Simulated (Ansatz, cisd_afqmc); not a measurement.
System: OCl, charge 0, doublet. OCl (SMILES [O]Cl, doublet).
B3LYP-D3(BJ)/def2-TZVP minimum from Ansatz (a first-principles code):
```xyz
2

Cl     0.0000     0.0000    -0.5055
O      0.0000     0.0000     1.0742
```
Charge 0, spin multiplicity 2.

Total energies in cc-pV(D+d)Z, 13 correlated electrons, 6 frozen orbitals. UHF or UKS for unpaired electrons; spin-orbit terms are left out. Cores are frozen in correlated methods. No relativity. The Monte Carlo rows (phaseless AFQMC, CISD trial, step 0.005/hartree) carry one-sigma bars that omit the constraint's bias. Outlying blocks are dropped, and bars are widened where a walk drifts. Over all cases where full CI ran beside it in this data, AFQMC minus full CI had a median of +0.1 mEh and passed +0.4 mEh in a tenth of the cases.

```tsv
method	program	energy (Eh)	minus CCSDTQ (mEh)
HF	Ansatz	-534.26039	324.33
MP2	Ansatz	-534.54622	38.50
CCSD	Ansatz	-534.57483	9.88
CCSD(T)	Ansatz	-534.58290	1.82
CCSDT(Q)	Ansatz	-534.58481	-0.09
CCSDTQ	Ansatz	-534.58472	0.00
AFQMC/CISD	cisd_afqmc	-534.5841 ± 0.0006	0.6 ± 0.6
```

Rough core times of Ansatz's runs on a shared machine: CCSD(T) under 20 s, CCSDT(Q) 40 s, CCSDTQ 30 min.
